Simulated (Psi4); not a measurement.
# One shape, several levels: doublet [MgNH3]+

Wanted: a comparison of 3 runs (UHF/STO-3G, UHF/3-21G, UB3LYP/6-31G*) of doublet [MgNH3]+. 

Program for the calculation: Psi4 1.11.

1 further run of the same task is left out (set aside as unsound or not needed).

## 1. The molecule

[MgNH3]+: 5 atoms, total charge +1, spin state doublet. SMILES of the parent species: `[NH2][MgH]`. The coordinates come from a PBE0-D4/def2-TZVP relaxation. That shape belongs to the parent species and isn't relaxed for this state.

Bond lengths: N1–Mg2 1.888 Å, N1–H3 1.009 Å, N1–H4 1.009 Å, Mg2–H5 1.698 Å. Angles: N1–Mg2–H5 180.0°, Mg2–N1–H3 126.6°, Mg2–N1–H4 126.6°, H3–N1–H4 106.9°.

## 2. Energy and forces at UHF/STO-3G (run 1)

The input, job.json:

```json
{
 "schema_name": "qcschema_input",
 "schema_version": 1,
 "molecule": {
  "schema_name": "qcschema_molecule",
  "schema_version": 2,
  "symbols": ["N", "Mg", "H", "H", "H"],
  "geometry": [-0.35281187, -1.58000001, 0.22808994, 0.46827413, 1.85041982, -0.310482, -1.65029782, -2.60139698, -0.72659969, 0.42216482, -2.74350439, 1.5255759, 1.20696808, 4.93539772, -0.79462984],
  "molecular_charge": 1,
  "molecular_multiplicity": 2,
  "fix_symmetry": "c1"
 },
 "driver": "gradient",
 "model": {
  "method": "hf",
  "basis": "STO-3G"
 },
 "keywords": {
  "reference": "uhf",
  "puream": true,
  "e_convergence": 1e-09,
  "d_convergence": 1e-08,
  "scf_type": "pk",
  "maxiter": 200,
  "scf_properties": ["WIBERG_LOWDIN_INDICES", "DIPOLE", "QUADRUPOLE"]
 }
}
```

Run with:

```console
$ psi4 --qcschema job.json -n 1 --memory 1600MB
```

stdout:

```text
[...]
  Running in c1 symmetry.
[...]
  Nuclear repulsion =   41.079150895471081
[...]
  Multiplicity = 2
[...]
  Nalpha       = 11
  Nbeta        = 10
[...]
    Number of basis functions: 17
[...]
   @UHF iter   1:  -252.39422244238170   -1.77327e+00   1.25636e-02 DIIS/ADIIS
[...]
   @UHF iter  13:  -252.44310010610764   -2.84217e-13   9.09765e-09 DIIS
[...]
   @S^2 Observed:                7.591461792E-01
[...]
  @UHF Final Energy:  -252.44310010610764
   => Energetics <=
    Nuclear Repulsion Energy =             41.0791508954710807
    One-Electron Energy =                -428.0075222363376497
    Two-Electron Energy =                 134.4852712347589545
    Total Energy =                       -252.4431001061076358
  UHF NO Occupations:
  HONO-2 :    9  A 1.9986222
  HONO-1 :   10  A 1.9975803
[...]
 Multipole Moments:
 ------------------------------------------------------------------------------------
     Multipole            Electronic (a.u.)      Nuclear  (a.u.)        Total (a.u.)
 ------------------------------------------------------------------------------------
 L = 1.  Multiply by 2.5417464519 to convert [e a0] to [Debye]
 Dipole X            :         -0.1482498           -0.2348869           -0.3831368
 Dipole Y            :         -0.6178659           -0.9827700           -1.6006359
 Dipole Z            :          0.0968730            0.1542751            0.2511481
 Magnitude           :                                                    1.6649037
 L = 2.  Multiply by 1.3450342976 to convert [e a0^2] to [Debye ang]
 Quadrupole XX       :        -15.1888578            7.4188169           -7.7700409
 Quadrupole XY       :        -22.0320359           21.8757598           -0.1562761
[...]
  -Total Gradient:
     Atom            X                  Y                   Z
    ------   -----------------  -----------------  -----------------
       1       -0.002911128561    -0.012308644181     0.001969423556
       2       -0.024271137307    -0.101392800931     0.015914024948
       3        0.030001100276     0.023234866014     0.022225556538
       4       -0.018117231989     0.026576559962    -0.030082668599
       5        0.015298397581     0.063890019137    -0.010026336443
[...]
```

The result, in JSON:

```text
{
 "driver": "gradient",
 "model": {
  "method": "hf",
  "basis": "STO-3G"
 },
 "success": true,
 "return_result": [-0.0029111285612328786, -0.012308644181258599, 0.0019694235559660767, -0.024271137307428192, -0.10139280093077226, 0.01591402494807348, 0.030001100276286496, 0.023234866013711053, 0.02222555653802874, -0.018117231988646648, 0.02657655996209296, -0.03008266859920819, 0.015298397580772193, 0.06389001913655348, -0.010026336442958701],
 "properties": {
  "calcinfo_nbasis": 17,
  "calcinfo_nmo": 17,
  "calcinfo_nalpha": 11,
  "calcinfo_nbeta": 10,
  "calcinfo_natom": 5,
  "nuclear_repulsion_energy": 41.07915089547108,
  "return_energy": -252.44310010610764,
  "return_gradient": [-0.0029111285612328786, -0.012308644181258599, 0.0019694235559660767, -0.024271137307428192, -0.10139280093077226, 0.01591402494807348, 0.030001100276286496, 0.023234866013711053, 0.02222555653802874, -0.018117231988646648, 0.02657655996209296, -0.03008266859920819, 0.015298397580772193, 0.06389001913655348, -0.010026336442958701],
  "scf_one_electron_energy": -428.00752223633765,
  "scf_two_electron_energy": 134.48527123475895,
  "scf_dipole_moment": [-0.3831367548109129, -1.6006358629840882, 0.2511481290077292],
  "scf_total_energy": -252.44310010610764,
  "scf_total_gradient": [-0.0029111285612328786, -0.012308644181258599, 0.0019694235559660767, -0.024271137307428192, -0.10139280093077226, 0.01591402494807348, 0.030001100276286496, 0.023234866013711053, 0.02222555653802874, -0.018117231988646648, 0.02657655996209296, -0.03008266859920819, 0.015298397580772193, 0.06389001913655348, -0.010026336442958701],
  "scf_iterations": 13
 }
}
```

It took 1.9 s on 1 thread of Intel Xeon Platinum 8259CL at 2.50GHz (Skylake/Cascade Lake), shared host; peak memory 0.18 GiB.

## 3. Energy and forces at UHF/3-21G (run 2)

The input, calc.dat:

```
memory 1.6 GB

molecule molecule1 {
  1 2
  N     -0.186700    -0.836100     0.120700
  Mg     0.247800     0.979200    -0.164300
  H     -0.873300    -1.376600    -0.384500
  H      0.223400    -1.451800     0.807300
  H      0.638700     2.611700    -0.420500
  symmetry c1
  no_reorient
  no_com
}

set reference uhf
set puream true
set e_convergence 1e-09
set d_convergence 1e-08
set scf_type pk
set maxiter 200

E = gradient("hf/3-21G")
print_variables()
```

Run with:

```console
$ psi4 calc.dat calc.out -n 1
```

calc.out:

```text
[...]
  Running in c1 symmetry.
[...]
  Nuclear repulsion =   41.079150842201919
[...]
  Multiplicity = 2
[...]
  Nalpha       = 11
  Nbeta        = 10
[...]
    Number of basis functions: 28
[...]
   @UHF iter   1:  -253.86198824174943   -4.15596e-01   1.77853e-02 DIIS/ADIIS
[...]
   @UHF iter  16:  -254.09698632578909   -5.11591e-13   6.39025e-09 DIIS
[...]
   @S^2 Observed:                7.569582146E-01
[...]
    Orbital Energies [Eh]
    ---------------------
    Alpha Occupied:
       1A    -48.881797     2A    -15.830078     3A     -3.959076
       4A     -2.469576     5A     -2.469418     6A     -2.469324
       7A     -1.488101     8A     -0.969989     9A     -0.885583
      10A     -0.836639    11A     -0.557947
    Alpha Virtual:
      12A     -0.128011    13A     -0.109045    14A     -0.102724
      15A      0.010939    16A      0.060449    17A      0.089154
      18A      0.127066    19A      0.128528    20A      0.169038
      21A      0.321725    22A      0.899314    23A      1.011641
      24A      1.020954    25A      1.248518    26A      1.258763
[...]
  @UHF Final Energy:  -254.09698632578909
   => Energetics <=
    Nuclear Repulsion Energy =             41.0791508422019191
    One-Electron Energy =                -429.7884970735221941
    Two-Electron Energy =                 134.6123599055312070
    Total Energy =                       -254.0969863257890893
  UHF NO Occupations:
  HONO-2 :    9  A 1.9988961
  HONO-1 :   10  A 1.9982664
[...]
 Multipole Moments:
 ------------------------------------------------------------------------------------
     Multipole            Electronic (a.u.)      Nuclear  (a.u.)        Total (a.u.)
 ------------------------------------------------------------------------------------
 L = 1.  Multiply by 2.5417464519 to convert [e a0] to [Debye]
 Dipole X            :         -3.4396818            3.1284416           -0.3112402
 Dipole Y            :        -12.1419318           10.7355341           -1.4063977
 Dipole Z            :          2.3254662           -2.1248081            0.2006582
 Magnitude           :                                                    1.4543344
[...]
  -Total Gradient:
     Atom            X                  Y                   Z
    ------   -----------------  -----------------  -----------------
       1        0.011049939760     0.046105949486    -0.007206441946
       2       -0.013980124148    -0.058424869388     0.009171344272
       3        0.008983911164     0.004369684693     0.007711047685
       4       -0.006646634594     0.005472721699    -0.009287715870
       5        0.000592907817     0.002476513510    -0.000388234141
[...]
```

It took 2.1 s on 1 thread of Intel Xeon Platinum 8259CL at 2.50GHz (Skylake/Cascade Lake), shared host; peak memory 0.18 GiB.

## 4. Energy and forces at UB3LYP/6-31G(d) (Cartesian functions) (run 3)

The input, h3mgn.xyz:

```xyz
5
H3MgN
N     -0.186700    -0.836100     0.120700
Mg     0.247800     0.979200    -0.164300
H     -0.873300    -1.376600    -0.384500
H      0.223400    -1.451800     0.807300
H      0.638700     2.611700    -0.420500
```

The input, run.py:

```python
import psi4

psi4.set_memory(1600000000)
psi4.set_num_threads(1)
psi4.set_output_file('h3mgn.out', False)

with open('h3mgn.xyz') as f:
    atoms = ''.join(f.readlines()[2:])
geom = psi4.geometry('1 2\n' + atoms + 'symmetry c1\nno_reorient\nno_com')

psi4.set_options({
    'reference': 'uks',
    'puream': False,
    'e_convergence': 1e-09,
    'd_convergence': 1e-08,
    'scf_type': 'pk',
    'dft_radial_points': 99,
    'dft_spherical_points': 590,
    'maxiter': 200,
})

e_tot, wfn = psi4.gradient('b3lyp/6-31G*', molecule=geom, return_wfn=True)
psi4.oeprop(wfn, 'LOWDIN_CHARGES', 'MULLIKEN_CHARGES', 'QUADRUPOLE', title='B3LYP')
print('gradient / Eh bohr^-1')
print(e_tot.np.round(6))
print(f'energy = {wfn.energy():.10f} Eh')
```

Run with:

```console
$ python run.py
```

h3mgn.out:

```text
[...]
  Running in c1 symmetry.
[...]
  Nuclear repulsion =   41.079150842201919
[...]
  Multiplicity = 2
[...]
  Nalpha       = 11
  Nbeta        = 10
[...]
    Number of basis functions: 40
[...]
   @UKS iter   1:  -255.86934139613243    1.56066e-01   2.22228e-02 ADIIS/DIIS
[...]
   @UKS iter  17:  -256.31442950039508   -2.27374e-13   3.18990e-09 DIIS
[...]
   @S^2 Observed:                7.528713917E-01
[...]
  @UKS Final Energy:  -256.31442950039508
   => Energetics <=
    Nuclear Repulsion Energy =             41.0791508422019191
    One-Electron Energy =                -431.3387558058008153
    Two-Electron Energy =                 153.5489673659751020
    DFT Exchange-Correlation Energy =     -19.6037919027712810
    Empirical Dispersion Energy =           0.0000000000000000
    VV10 Nonlocal Energy =                  0.0000000000000000
    Total Energy =                       -256.3144295003950788
[...]
  -Total Gradient:
     Atom            X                  Y                   Z
    ------   -----------------  -----------------  -----------------
       1        0.008180623410     0.034118829083    -0.005321288961
       2       -0.014897048392    -0.062252181147     0.009771960243
       3        0.012790724287     0.010689305111     0.009146213590
       4       -0.007354212486     0.012101133820    -0.012758093459
       5        0.001280328537     0.005344650608    -0.000839064446
[...]
 Multipole Moments:
 ------------------------------------------------------------------------------------
     Multipole            Electronic (a.u.)      Nuclear  (a.u.)        Total (a.u.)
 ------------------------------------------------------------------------------------
 L = 1.  Multiply by 2.5417464519 to convert [e a0] to [Debye]
 Dipole X            :         -3.3838350            3.1284416           -0.2553934
 Dipole Y            :        -11.9087605           10.7355341           -1.1732264
 Dipole Z            :          2.2888389           -2.1248081            0.1640309
 Magnitude           :                                                    1.2118548
 L = 2.  Multiply by 1.3450342976 to convert [e a0^2] to [Debye ang]
 Quadrupole XX       :        -17.1690291            7.8611795           -9.3078496
 Quadrupole XY       :        -23.6091004           23.3918804           -0.2172200
[...]
```

The script printed:

```text
gradient / Eh bohr^-1
[[ 0.008181  0.034119 -0.005321]
 [-0.014897 -0.062252  0.009772]
 [ 0.012791  0.010689  0.009146]
 [-0.007354  0.012101 -0.012758]
 [ 0.00128   0.005345 -0.000839]]
energy = -256.3144295004 Eh
```

Run time: 19 s. Hardware: 1 thread of Intel Xeon Platinum 8259CL at 2.50GHz (Skylake/Cascade Lake), shared host; peak memory 0.52 GiB.

## 5. The series

| run | level | Cartesian functions | integration grid | energy (Eh) | HOMO energy (eV) | LUMO energy (eV) | ⟨S²⟩ | wall time |
| --- | --- | --- | --- | --- | --- | --- | --- | --- |
| 1 | UHF/STO-3G | no | – | -252.443100 | -12.83 | -1.29 | 0.759 | 1.9 s |
| 2 | UHF/3-21G | no | – | -254.096986 | -15.18 | -5.38 | 0.757 | 2.1 s |
| 3 | UB3LYP/6-31G* (Cartesian functions) | yes | 99 radial × 590 angular | -256.314430 | -12.42 | -11.75 | 0.753 | 19 s |

## 6. Summary of results

| quantity | value |
| --- | --- |
| run 3: total energy | -256.31443 Eh |
| run 3: HOMO energy (highest over α and β) | -12.42 eV |
| run 3: LUMO energy (lowest over α and β) | -11.75 eV |
| run 3: ⟨S²⟩ | 0.753 |
| run 3: largest force on an atom | 3.330 eV/Å |

In words: In run 1 the basis is minimal, so the values are rough. All runs together took 23 s, the longest 19 s.
